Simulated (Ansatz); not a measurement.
Molecule (SMILES): ClC (CH3-Cl).
Atoms: C1, Cl2, H3, H4, H5. Bonds: C1-Cl2, C1-H3, C1-H4, C1-H5.

Basis-set convergence of the harmonic zero-point energy at B3LYP with Ansatz (an electronic-structure program). Each level at its own minimum, finite differences of forces, unscaled; the reference is a large set that could be run, not a limit. Cartesian d functions, on some or all atoms, in 6-31G*, 6-31+G*, 6-31G**, 6-311G**; all else is spherical. The program fits the integrals of some runs and decomposes those of others, by size. No added dispersion term, no relativity. Reference: the value in aug-pcseg-2, 23.62 kcal/mol, itself unsure by roughly 0.01 kcal/mol (its mean distance from aug-cc-pV(T+d)Z, def2-TZVPPD). Deviations are taken from unrounded values. Cost is core time over that of 6-31G, rough, on shared machines of one kind.

```json
[
 {"basis": "6-31G", "functions": "28", "harmonic zero-point energy (kcal/mol)": "23.92", "minus reference (kcal/mol)": "0.30", "cost": "1×"},
 {"basis": "pcseg-0", "functions": "28", "harmonic zero-point energy (kcal/mol)": "23.55", "minus reference (kcal/mol)": "-0.07", "cost": "0.7×"},
 {"basis": "def2-SV(P)", "functions": "38", "harmonic zero-point energy (kcal/mol)": "23.51", "minus reference (kcal/mol)": "-0.11", "cost": "0.9×"},
 {"basis": "6-31G*", "functions": "40", "harmonic zero-point energy (kcal/mol)": "23.91", "minus reference (kcal/mol)": "0.30", "cost": "1×"},
 {"basis": "def2-SVP", "functions": "47", "harmonic zero-point energy (kcal/mol)": "23.49", "minus reference (kcal/mol)": "-0.13", "cost": "1×"},
 {"basis": "6-31+G*", "functions": "48", "harmonic zero-point energy (kcal/mol)": "23.86", "minus reference (kcal/mol)": "0.24", "cost": "1×"},
 {"basis": "6-31G**", "functions": "49", "harmonic zero-point energy (kcal/mol)": "23.79", "minus reference (kcal/mol)": "0.18", "cost": "1×"},
 {"basis": "6-311G**", "functions": "63", "harmonic zero-point energy (kcal/mol)": "23.63", "minus reference (kcal/mol)": "0.02", "cost": "1×"},
 {"basis": "def2-SVPD", "functions": "71", "harmonic zero-point energy (kcal/mol)": "23.43", "minus reference (kcal/mol)": "-0.18", "cost": "1×"},
 {"basis": "aug-pcseg-1", "functions": "77", "harmonic zero-point energy (kcal/mol)": "23.54", "minus reference (kcal/mol)": "-0.07", "cost": "2×"},
 {"basis": "def2-TZVP", "functions": "86", "harmonic zero-point energy (kcal/mol)": "23.61", "minus reference (kcal/mol)": "-0.01", "cost": "2×"},
 {"basis": "6-311++G(2d,2p)", "functions": "92", "harmonic zero-point energy (kcal/mol)": "23.65", "minus reference (kcal/mol)": "0.03", "cost": "2×"},
 {"basis": "pcseg-2", "functions": "106", "harmonic zero-point energy (kcal/mol)": "23.62", "minus reference (kcal/mol)": "0.00", "cost": "2×"},
 {"basis": "def2-TZVPD", "functions": "110", "harmonic zero-point energy (kcal/mol)": "23.60", "minus reference (kcal/mol)": "-0.01", "cost": "2×"},
 {"basis": "def2-TZVPP", "functions": "115", "harmonic zero-point energy (kcal/mol)": "23.61", "minus reference (kcal/mol)": "0.00", "cost": "3×"},
 {"basis": "jun-cc-pV(T+d)Z", "functions": "129", "harmonic zero-point energy (kcal/mol)": "23.60", "minus reference (kcal/mol)": "-0.02", "cost": "3×"},
 {"basis": "def2-TZVPPD", "functions": "139", "harmonic zero-point energy (kcal/mol)": "23.62", "minus reference (kcal/mol)": "0.00", "cost": "4×"},
 {"basis": "aug-cc-pV(T+d)Z", "functions": "170", "harmonic zero-point energy (kcal/mol)": "23.59", "minus reference (kcal/mol)": "-0.02", "cost": "5×"}
]
```
